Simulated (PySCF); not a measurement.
Molecule: 3,3-dimethyl-1-butene, C₆H₁₂.

Molfile (atoms numbered from 1):
```
C6H12
     RDKit          3D

 18 17  0  0  0  0  0  0  0  0999 V2000
    2.1800   -0.4174    0.6074 C   0  0  0  0  0  0  0  0  0  0  0  0
    1.2676   -0.0872   -0.3072 C   0  0  0  0  0  0  0  0  0  0  0  0
   -0.2239    0.0549   -0.1144 C   0  0  0  0  0  0  0  0  0  0  0  0
   -0.6180    1.4912   -0.4870 C   0  0  0  0  0  0  0  0  0  0  0  0
   -0.9238   -0.9236   -1.0680 C   0  0  0  0  0  0  0  0  0  0  0  0
   -0.6535   -0.2361    1.3213 C   0  0  0  0  0  0  0  0  0  0  0  0
    3.2395   -0.4903    0.3482 H   0  0  0  0  0  0  0  0  0  0  0  0
    1.9149   -0.6279    1.6469 H   0  0  0  0  0  0  0  0  0  0  0  0
    1.6077    0.1123   -1.3328 H   0  0  0  0  0  0  0  0  0  0  0  0
   -1.7086    1.6279   -0.4094 H   0  0  0  0  0  0  0  0  0  0  0  0
   -0.3222    1.7304   -1.5209 H   0  0  0  0  0  0  0  0  0  0  0  0
   -0.1316    2.2187    0.1807 H   0  0  0  0  0  0  0  0  0  0  0  0
   -0.6680   -1.9657   -0.8216 H   0  0  0  0  0  0  0  0  0  0  0  0
   -2.0183   -0.8135   -1.0037 H   0  0  0  0  0  0  0  0  0  0  0  0
   -0.6283   -0.7423   -2.1137 H   0  0  0  0  0  0  0  0  0  0  0  0
   -0.3770   -1.2577    1.6248 H   0  0  0  0  0  0  0  0  0  0  0  0
   -0.1901    0.4678    2.0299 H   0  0  0  0  0  0  0  0  0  0  0  0
   -1.7460   -0.1414    1.4193 H   0  0  0  0  0  0  0  0  0  0  0  0
  1  2  2  0
  2  3  1  0
  3  4  1  0
  3  5  1  0
  3  6  1  0
  1  7  1  0
  1  8  1  0
  2  9  1  0
  4 10  1  0
  4 11  1  0
  4 12  1  0
  5 13  1  0
  5 14  1  0
  5 15  1  0
  6 16  1  0
  6 17  1  0
  6 18  1  0
M  END
```

Geometry PBE0-D3(BJ)/def2-SVP throughout; GIAO in PySCF, gas phase, one conformer, non-relativistic; equivalent atoms averaged; basis pcSseg-1.

For orientation, KT2 gives these absolute shieldings σ: C2 34.3, C1 76.3, C4/C5/C6 153.1, C3 145.9, H9 25.22, H8 26.17, H7 26.22, H10/H11/H12/H13/H14/H15/H16/H17/H18 30.14 ppm.

A run gave: C2 24.5, C1 67.2, C4/C5/C6 154.0, C3 150.5, H9 25.33, H8 26.18, H7 26.21, H10/H11/H12/H13/H14/H15/H16/H17/H18 30.37 ppm (absolute shieldings σ).

Which functional was used in that run?
A. B3LYP
B. B97-2
C. LDA
D. wB97X-D
E. PBE

Results:

D. C2 tells them apart best: wB97X-D gives 24.5, LDA gives 14.4, B3LYP gives 18.8, B97-2 gives 28.2, PBE gives 21.8 ppm.
